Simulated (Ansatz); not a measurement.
fcc Rh was calculated with PBE (Ansatz, a first-principles code, plane waves, PAW).

Settings: plane-wave cutoff 520 eV, 30×30×30 k mesh, Fermi–Dirac smearing 0.056 eV (set by the program), no spin polarisation, scalar-relativistic PAW data made under PBE.

Cell (relaxed at this level):

```
CELL_PARAMETERS angstrom
      0.00000     1.91494     1.91494
      1.91494     0.00000     1.91494
      1.91494     1.91494     0.00000
ATOMIC_POSITIONS crystal
  Rh 0.00000 0.00000 0.00000
```

Q: Estimate the Voigt–Reuss–Hill bulk modulus, elastic constant C12, elastic constant C11, Voigt–Reuss–Hill shear modulus (Hill average) and elastic constant C44 that the calculation returns.

A: 
- Voigt–Reuss–Hill bulk modulus: 257 GPa
- elastic constant C12: 179 GPa
- elastic constant C11: 412 GPa
- Voigt–Reuss–Hill shear modulus (Hill average): 154 GPa
- elastic constant C44: 185 GPa

Measured, for comparison: elastic constant C12 194 GPa, elastic constant C11 413 GPa, elastic constant C44 184 GPa (temperature not stated, not corrected to a static lattice; as tabulated in Mehl and Papaconstantopoulos (1996), arXiv:mtrl-th/9602003). Computed (rounded) less measured: elastic constant C12 -8 %, elastic constant C11 -0.2 %, elastic constant C44 +0.5 %.

Elastic constants are with the ions relaxed.

Cost on a shared machine: around 10 core-minutes (rough).
